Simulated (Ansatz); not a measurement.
[BH2···H···N], quartet in cc-pVDZ: errors against UCCSDT(Q)

Geometry: a point of a hydrogen-transfer path between rigid fragments, not a stationary point.

```yaml
atoms:
  - { symbol: B, position_ang: [-1.2844, 0.0000, 0.0000] }
  - { symbol: H, position_ang: [-1.8811, 1.0336, 0.0000] }
  - { symbol: H, position_ang: [-1.8811, -1.0336, 0.0000] }
  - { symbol: H, position_ang: [-0.0909, 0.0000, 0.0000] }
  - { symbol: N, position_ang: [1.2686, 0.0000, 0.0000] }
```

Basis cc-pVDZ; Ansatz 0.2.0. Only valence electrons are correlated (noble-gas cores frozen), which leaves 11 electrons in 41 orbitals. R marks a restricted (for open shells ROHF) determinant, U an unrestricted one. Active spaces: pair = (5e, 5o) about the gap; valence = (11e, 11o) chosen from the atoms' valence shells.

Full CI isn't at hand for all of this; UCCSDT(Q) serves as the reference, and is uncertain by about the last step of the cluster series. The frozen core follows each run's orbitals, which can shift R against U totals by a few meV.

For open shells CISD is restricted-active-space CI with the open shells as a complete middle space.

* UHF ⟨S²⟩: 3.764
* T1 diagnostic (RCCSD): 0.0208
* largest doubles amplitude (RCCSD): 0.035
* T1 diagnostic (UCCSD): 0.0119

```json
{"level": "UHF", "E − E(RHF) (eV)": "-0.1729"}
{"level": "RMP2", "E − E(RHF) (eV)": "-4.9311"}
{"level": "UMP2", "E − E(RHF) (eV)": "-4.9494"}
{"level": "RCCSD", "E − E(RHF) (eV)": "-6.0510"}
{"level": "UCCSD", "E − E(RHF) (eV)": "-6.0541"}
{"level": "RCCSD(T)", "E − E(RHF) (eV)": "-6.1458"}
{"level": "UCCSD(T)", "E − E(RHF) (eV)": "-6.1473"}
```

Question: Estimate how far UCCSDT(Q) in cc-pVDZ lies from RCCSD(T). The table doesn't fix it; the size of (T) and the diagnostics are the guide.

Answer: UCCSDT(Q) in cc-pVDZ lies 0.93 mEh below RCCSD(T), which is 27 % of the (T) step (-3.49 mEh). The diagnostics give no warning, yet the rest is a sizeable part of (T).

The other levels:

```csv
level,E − E(UCCSDT(Q)) (mEh),share of correlation (%),wall time
CISD,17.45,92.31,9 s
BCCD(T),0.94,99.58,0.84 s
RCCSDT,0.20,99.91,–
UCCSDT,0.14,99.94,–
RCCSDT(Q),0.07,99.97,28 s
CASSCF (pair space),210.70,7.09,–
NEVPT2 (pair space),45.21,80.07,0.6 s
CASSCF (valence space),168.38,25.75,–
NEVPT2 (valence space),41.43,81.73,7 s
```

The correlation energy at UCCSDT(Q), counted from RHF, is -6.171 eV. That run took 24 s on 1 thread of Arm Neoverse V2, shared host.

Times hold each run's SCF and search for its determinant on a shared host, so for small cases they say little of a method's own cost; they ran on 1 thread of Arm Neoverse V2.

Natural occupations of CASSCF (valence space) about the gap: 1.984 1.980 1.974 1.002 1.000 1.000 0.020 0.017 0.017 0.010; effectively unpaired electrons, Σ n²(2−n)², 3.01.
